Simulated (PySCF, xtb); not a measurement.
hydroxide (HO), SMILES [OH-], charge -1.

Harmonic wavenumbers (cm⁻¹) from GFN2-xTB (xtb) at its own minimum, in rising order: 3403.

What does PBE0-D3(BJ)/def2-TZVPD (PySCF) give at its own minimum? (An estimate is asked for; the answer gives what the named calculation found.)

3808. Paired by order, the mean absolute difference is 404 cm⁻¹ and the zero-point energies are 4.9 and 5.4 kcal/mol.
